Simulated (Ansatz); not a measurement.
**YTl3Pb: from a trial structure to a relaxed crystal**

All numbers below come from DFT PBE, scalar-relativistic, plane waves, PAW (Ansatz). Cutoff 420 eV, Γ-centred k mesh, Gaussian smearing, no spin polarisation in the final step.

The start puts YTl3Pb on the cubic perovskite structure type (Pm-3m, No. 221), with Y in place of Sr, Pb in place of Ti, Tl in place of O, at a guessed volume.

```
Y Tl Pb
1.0
     5.15874    0.00000    0.00000
     0.00000    5.15874    0.00000
     0.00000    0.00000    5.15874
Y Tl Pb
1 3 1
Direct
  0.00000 0.00000 0.00000
  0.00000 0.50000 0.50000
  0.50000 0.00000 0.50000
  0.50000 0.50000 0.00000
  0.50000 0.50000 0.50000
```

Steps on the 4×4×4 mesh (5 atoms). 6 of 6 steps are shown, and the free energy counts from the last. Trial steps that were taken back and renewals of the plane-wave basis can be among the rows.

```
step  ΔF (meV/atom) V (Å³/atom) P (GPa)
   1          623.8        27.46    22.41
   2          219.9        31.67     9.93
   3           47.3        36.06     3.44
   4           10.7        38.91     0.86
   5            7.9        40.16    -0.08
   6            0.0        40.16     0.38
```

A final relaxation ran on a 8×8×8 mesh. The relaxed crystal, Pm-3m (No. 221):

Space group Pm-3m (No. 221). a = 5.845 Å, b = 5.845 Å, c = 5.845 Å, α = 90.00°, β = 90.00°, γ = 90.00°
| atom | site | symmetry | x | y | z |
| --- | --- | --- | --- | --- | --- |
| Y | 1a | m-3m | 0.0000 | 0.0000 | 0.0000 |
| Tl | 3c | 4/mm.m | 0.0000 | 0.5000 | 0.5000 |
| Pb | 1b | m-3m | 0.5000 | 0.5000 | 0.5000 |

```
Volume per atom          : 39.94 Å³
Density                  : 7.56 g/cm³
Energy over the elements : 0.55 eV/atom
Gap on the 8×8×8 mesh    : 0 eV (a metal)
```

Formation energies are uncorrected and refer to the elements' standard structures at the same level.

The final run used a 8×8×8 mesh on its 5-atom cell and 0.10 eV smearing. For metals, differences of a few meV/atom aren't resolved. Spin–orbit coupling is left out.

Symmetry constrained the relaxation, so the result can be a saddle point.

Cost: 4 runs of about 1.7 core-minutes in all, on Arm Neoverse V2 (shared hosts).